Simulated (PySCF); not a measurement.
**Peak assignment**

Mapped SMILES: `[CH3:1][N:2]1[CH2:3][CH2:4]1`; H(Xn) means a hydrogen on atom n.

PySCF 2.14.0 with density-fitted response routines calculation with PBE0-D3(BJ)/def2-SVP geometry, σ from GIAO-PBE/pcSseg-2 and couplings computed with B3LYP/pcJ-1 (spin–dipole term only in couplings to heteroatoms); relativity neglected, one computed conformer, no solvent model, rapidly exchanging positions averaged.

Shifts are taken against calculated references (same method and geometry level): 13C (179.39 ppm), 1H (31.18 ppm) vs TMS.

(1) Assign these signals to the numbered atoms. 13C{1H} NMR (computed): δ 51.2, 30.1.

(2) Assign these signals to the numbered atoms. 1H NMR (600 MHz, computed): δ 2.22 (s, 3H), 1.15 (s, 4H).

Results:

(1) 
| δ (ppm) | atoms | environment | reason |
| --- | --- | --- | --- |
| 51.2 | C1 | methyl carbon bonded to N | the inductive effect lowers its shielding |
| 30.1 | C3/C4 | aziridine ring carbon | the inductive effect lowers its shielding |

(2) 
2.22 → H(C1), hydrogen on a methyl carbon bonded to N: its carbon carries N, an electronegative neighbour
1.15 → H(C3)/H(C4), hydrogen on an aziridine ring carbon

Shifts are as computed, not scaled to solution data. Of 1211 compounds with measured shifts, 218 miss one by over three times the rms of a fit or turn the order of signals round; such compounds aren't used in these exercises.
